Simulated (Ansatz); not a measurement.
# Bi (Bi, A7 rhombohedral): the cost of one run

Computed with Ansatz 0.2.0 (DFT PBE, plane waves with PAW, scalar-relativistic, unless a step says otherwise).

## (1) The structure to begin with

It takes space group R-3m (No. 166, trigonal). Conventional cell: a = 4.585 Å, b = 4.585 Å, c = 12.140 Å, α = 90.00°, β = 90.00°, γ = 120.00°. Bi (site symmetry 3m) is surrounded by 3 Bi at 3.11 Å.

Structure file:

```
CELL_PARAMETERS angstrom
2.29246 1.32355 4.04675
-2.29246 1.32355 4.04675
0.00000 -2.64710 4.04675
ATOMIC_POSITIONS crystal
Bi 0.23371 0.23371 0.23371
Bi 0.76629 0.76629 0.76629
```

## (2) Width 0.01 eV

The run at 0.01 eV.

The input, input.yaml:

```yaml
crystal:
  lattice:
    - [2.2924582305, 1.3235513765, 4.0467531177]
    - [-2.2924582305, 1.3235513765, 4.0467531177]
    - [0.0, -2.647102753, 4.0467531177]
  atoms:
    - { symbol: Bi, position: [0.2337113826, 0.2337113826, 0.2337113826] }
    - { symbol: Bi, position: [0.7662886174, 0.7662886174, 0.7662886174] }
hamiltonian:
  xc: pbe
  pseudopotentials:
    kind: paw
    azcp:
      Bi: "pseudopotentials/Bi.paw.azcp"
basis:
  ecutwfc: 420
  fft_grid_basis: typed
kpoints:
  mp_grid: { grid: [8, 8, 8], shift: [0, 0, 0] }
magnetization:
  spin_polarized: false
scf:
  occupations: { method: cold, width: 0.01 }
  lower_state_search: "off"
output:
  stress: true
```

Launch:

```bash
> ansatz run input.yaml --threads 1 --pin off --max-ram 3584MiB --backend cpu --events-out ev --progress --plain --runs-dir out
```

Q: Estimate wall time and peak memory on 1 thread of Intel Xeon Platinum 8259CL at 2.50GHz (Skylake/Cascade Lake), shared host.

About 6.1 s, with a peak of 0.55 GiB.
